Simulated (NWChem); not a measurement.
# LiF anion, doublet; SMILES of the neutral closed-shell parent [Li][F]

Program: NWChem. Pople sets run with spherical d functions. Spin-unrestricted. Sets without diffuse functions describe the anion's extra electron poorly. The spin multiplicity was typed, not searched, and may not be the lowest. No stability test was run on the SCF state. The highest occupied level is positive, so the extra electron may be held by the finite basis. The level has its own optimisation; frequencies are unscaled.

Question: What does the run give for UHF/6-31G*? Quantities: r F–Li (Å); highest harmonic frequency (cm⁻¹); zero-point energy (kcal/mol).

Answer: 
```json
{
 "r F–Li (Å)": "1.609",
 "highest harmonic frequency (cm⁻¹)": "888",
 "zero-point energy (kcal/mol)": "1.3"
}
```
